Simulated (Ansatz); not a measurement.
Results of PBE (plane waves, PAW; Ansatz, a quantum-chemistry and plane-wave program) for hcp Tc.

Run with plane-wave cutoff 520 eV, 16×16×10 k mesh (along the axes of the cell as run), Fermi–Dirac smearing 0.1 eV, perturbation theory, force constants from a 4×4×2 q mesh, no spin polarisation, scalar-relativistic PAW data made under PBE.

Predict the zero-point energy.


zero-point energy: 0.029 eV/atom

It cost very roughly 13 core-minutes of CPU time.
